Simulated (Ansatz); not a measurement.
System: bcc W. Method: r²SCAN+rVV10 (Ansatz, a program for electronic structure, PAW).

Numerical settings: plane-wave cutoff 600 eV, 28×28×28 k mesh, Fermi–Dirac smearing 0.095 eV (set by the program), no spin polarisation, scalar-relativistic PAW data made under PBE.

Computed at the level's own relaxed cell.

Hill averages of the elastic tensor: K = 325.1 GPa, G = 161.5 GPa. Volume 15.796 Å³/atom, mean atomic mass 183.840 u.

Q: Work out the density, the sound velocities of a polycrystal and the elastic Debye temperature, and Pugh's ratio at this level.

A: ρ = 1.66054 × 183.840/15.796 = 19.326 g/cm³. v_l = √[(K + 4G/3)/ρ] = 5.288 km/s and v_t = √(G/ρ) = 2.891 km/s. The mean follows from 3/v_m³ = 1/v_l³ + 2/v_t³: v_m = 3.224 km/s. Θ_D = (ħ/k_B) v_m (6π²/V)^(1/3) = 76.38 K Å s/km × 3.224 × 1.5535 Å⁻¹ = 383 K, counting all atoms of the cell. K/G = 2.01, to be set beside Pugh's rough bound of 1.75 between brittle and ductile metals.

Note: shear constants of such metals converge slowly with the k mesh.
